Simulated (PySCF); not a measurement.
**From computed data to an observable: chemical shift, span and skew from a shielding tensor**

Si(H)3(Me) (CH₆Si), SMILES C[SiH3]. Atoms are numbered in the order given.

```xyz
8

Si     0.0000     0.0000    -0.6316
C      0.0000     0.0000     1.2390
H      1.2055     0.6960    -1.1575
H     -1.2055     0.6960    -1.1575
H      0.0000    -1.3920    -1.1575
H      0.8842    -0.5105     1.6267
H     -0.8842    -0.5105     1.6267
H      0.0000     1.0210     1.6267
```

The structure is a stationary point at PBE0-D3(BJ)/def2-TZVP. The isomer is the one that the SMILES or the coordinates give; other isomers of the formula were not compared.

GIAO shieldings from HF/pcSseg-2 in PySCF, non-relativistic, no solvent. The symmetric part of the tensor of Si1 has the principal values 424.0, 424.0, 485.4 ppm. The same nucleus in TMS has σ = 383.2 ppm at this level (PySCF, at its B3LYP-D3(BJ)/def2-TZVP geometry).

**Question.** Work out the isotropic shielding, the ²⁹Si shift against TMS, the span and the skew.

**Answer.** 
σ(iso) = (σ11 + σ22 + σ33)/3 = 444.5 ppm. δ = σ(ref) − σ(iso) = 383.2 − (444.5) = -61.3 ppm.
Span Ω = σ33 − σ11 = 61.4 ppm. Skew κ = 3(σ(iso) − σ22)/Ω = 1.00, an axial tensor. Tumbling in solution averages the tensor to δ; in a static solid the shielding alone would spread this spin-1/2 line over Ω.
